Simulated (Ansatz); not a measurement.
# CH4O (triplet): the correlation ladder at distance O1–H3 along a hydrogen transfer = 1.533 Å, cc-pVDZ

An exercise on one series of results from a longer session: the logs are not shown, and one member is left open.

Computed with Ansatz 0.2.0, Gaussian basis. Level: cc-pVDZ, core rule «outside noble gas», up to 2 orbitals frozen.

The runs, in order: UHF; CCSD(T) on ROHF; CCSD(T) on UHF; BCCD(T) on ROHF; CISD; CCSDT(Q) on ROHF; CCSDT(Q) on UHF; CASSCF and MRCISD+Q, 4 electrons in 4 orbitals; CASSCF and NEVPT2, 4 electrons in 4 orbitals.

5 further runs of the same task are left out: 5 that didn't finish.

**The system**

The geometry derives from fragments relaxed apart (PBE0/def2-TZVP) and kept rigid, so it is no stationary point. A hydrogen atom is moved between rigid fragments.

6 atoms, charge 0, spin multiplicity 3.

Atoms are counted from 1 here; the program's logs count them from 0.

Bond lengths: O1–H2 0.960 Å, H3–C4 1.090 Å, C4–H5 1.079 Å, C4–H6 1.079 Å. Angles: H3–C4–H5 112.6°, H3–C4–H6 112.6°, H5–C4–H6 134.8°.

Set-up of the first run:

The input, in.yaml:

```yaml
crystal:
  periodic: [false, false, false]
  atoms:
    - {symbol: O, position_ang: [-1.214696, -0.029147, 0.000000]}
    - {symbol: H, position_ang: [-1.464006, 0.897428, 0.000000]}
    - {symbol: H, position_ang: [0.318304, -0.029147, 0.000000]}
    - {symbol: C, position_ang: [1.408304, -0.029147, 0.000000]}
    - {symbol: H, position_ang: [1.822772, -0.029147, 0.996161]}
    - {symbol: H, position_ang: [1.822772, -0.029147, -0.996161]}
basis:
  gaussian: {orbitals: cc-pVDZ}
magnetization: {spin_polarized: true, initial_magnetization: 2}
hamiltonian: {xc: hf}
output: {orbitals: {seedname: orbitals}}
```

Started as:

```
$ ansatz run in.yaml --threads 1 --pin off --events-out ev --progress --plain --max-ram 2393MiB
```

Among the steps run: UHF; CCSD(T) on ROHF; CCSD(T) on UHF; BCCD(T) on ROHF; CISD; CCSDT(Q) on ROHF; CCSDT(Q) on UHF; CASSCF and MRCISD+Q, 4 electrons in 4 orbitals; CASSCF and NEVPT2, 4 electrons in 4 orbitals.

One table of the session follows, with a row left open; its other results are not shown here.

| method | from UCCSDT(Q) (meV) |
| --- | --- |
| ROHF | +9212.9 |
| UHF | +8939.9 |
| RMP2 | +1196.2 |
| UMP2 | +1192.3 |
| CISD | +879.7 |
| RCCSD | +182.9 |
| UCCSD | ? |
| RCCSD(T) | +31.7 |
| UCCSD(T) | +31.0 |
| BCCD(T) | +32.1 |
| RCCSDT | +12.9 |
| UCCSDT | +11.6 |
| RCCSDT(Q) | +1.3 |
| UCCSDT(Q) | 0 |
| CASSCF pair | +8597.6 |
| NEVPT2 pair | +1136.5 |
| MRCISD pair | +792.5 |
| MRCISD+Q pair | +82.8 |

**Question.** Estimate the row for UCCSD.

**Answer.** from UCCSDT(Q) (meV): +178.7. In the column «from UCCSDT(Q) (meV)» it lies between MRCISD+Q pair (+82.8) and RCCSD (+182.9).

To keep in mind: Restricted and unrestricted rows rest on different reference determinants; where their highest levels disagree by more than a few hundredths of an eV, they describe different states and don't form one ladder.
